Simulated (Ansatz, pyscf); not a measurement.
H₃C–S–CH₃ → CH₄ + H₂C=S, an elimination on the singlet surface: C–S, C–H broken, C–H formed. Single points on ωB97X-D3(BJ)/def2-SVP structures (PySCF, gas phase). Wave-function energies: Ansatz (a quantum-chemistry and plane-wave program), frozen core, RHF or UHF references. In kcal/mol, from the reactant's lowest minimum found.

```tsv
level	barrier	reaction energy
ωB97M-D3(BJ)/def2-TZVP	92.61	+24.16
PBE0-D3(BJ)/def2-TZVP	88.77	+28.07
CCSD(T)/cc-pV(D+d)Z	82.59	+18.21
CCSDT(Q)/cc-pV(D+d)Z	(withheld)	(withheld)
CCSD(T)/cc-pV(T+d)Z	83.72	+21.32
CCSD(T)/cc-pV(Q+d)Z	(withheld)	+22.43
```

Task: Complete the blanks.

Result: 
- CCSDT(Q)/cc-pV(D+d)Z, barrier: 81.62
- CCSDT(Q)/cc-pV(D+d)Z, reaction energy: +18.00
- CCSD(T)/cc-pV(Q+d)Z, barrier: 84.49

In cc-pV(D+d)Z, going from CCSD(T) to CCSDT(Q) shifts the barrier by -0.97 and the reaction energy by -0.21 kcal/mol. With HF in the quadruple-zeta basis and the correlation energy extrapolated as X⁻³ from X = 3, 4, CCSD(T) gives 85.07 and +23.30; adding the double-zeta shift gives ΔE‡ = 84.10 and ΔE = +23.09 kcal/mol, without core correlation, relativity or geometry relaxation at these levels. On the reactant side the descent ends in a point that may be a rotor saddle (no frequency run), 1.99 kcal/mol over the lowest minimum found and 95.23 kcal/mol under the saddle at ωB97X-D3(BJ)/def2-TZVP. At ωB97X-D3(BJ)/def2-TZVP the barrier from the zero used here is 97.21 kcal/mol. The same reactants have a lower exit, to CH₃• + H₃C–S• (no saddle counted: cutting one bond costs +78.58 kcal/mol at ωB97M-D3(BJ)/def2-TZVP, against +92.61 kcal/mol here). One saddle was located; it need not be the lowest between these sides. A restricted solution here is unstable towards spin polarisation, so biradical character is likely and single-reference numbers are less safe. The largest closed-shell T1 diagnostic is 0.030, which may signal static correlation.
